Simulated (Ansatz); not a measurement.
## Phonon frequency of some solids

Method: LDA (Ansatz, a quantum-chemistry and plane-wave program, plane waves, PAW). References are measured values corrected to a static lattice or taken at low temperature (these still hold zero-point motion). The table is a random draw of 6 from 16 values with such references.

Values in cm⁻¹.

```tsv
solid	reference	LDA	error (%)
zinc-blende CuI (X LO)	144†	143	-0.7
zinc-blende GaP (X TA)	105†	101	-3.8
zinc-blende CuI (L TA)	45†	39	-13.3
zinc-blende CuI (L LA)	103†	121	+17.5
zinc-blende CuI (X TA)	49†	54	+10.2
fcc Pt (L T)	97†	97	0.0
```

Over these 6 values the mean error is +1.6 %, the mean absolute error 7.6 % (median 7.0 %), and the worst case zinc-blende CuI (L LA) at +17.5 % (its reference is marked and can be at fault); the value is below the reference in 3 of 6 cases. Over all 16 the mean error is +4.7 % and the mean absolute error 7.6 % (median 3.9 %).

All these references are low-temperature values that still hold zero-point motion.

Spin–orbit coupling is left out, also for the solids with elements from indium on (zinc-blende CuI, fcc Pt); its size isn't shown.

† marks references with one source in our tables, § those from which another value on file, of any temperature, differs by over 15 %.

Differences are worked out from the printed values.

Each level is taken at its own relaxed cell. Ansatz's density-functional and Hartree–Fock values are scalar-relativistic unless marked +SOC, with PAW data made under PBE.

Ansatz's runs of these crystals have no spin polarisation.

Not in this set, of the solids of all kinds but layered and molecular ones with a reference value in our tables and a result at some level: 98 for a reference of another kind, counted apart (fcc Al, fcc Al, fcc Al, fcc Al, fcc Au and 93 more). These can be a level's worst cases. At least 16 more with a reference value are held back for tests. The metals Ce to Yb are counted apart.

References as tabulated in arXiv:2305.18931; Ioffe Institute, NSM Archive: GaP, mechanic properties page; A. Dal Corso, Phys. Rev. B 76, 054308 (2007).
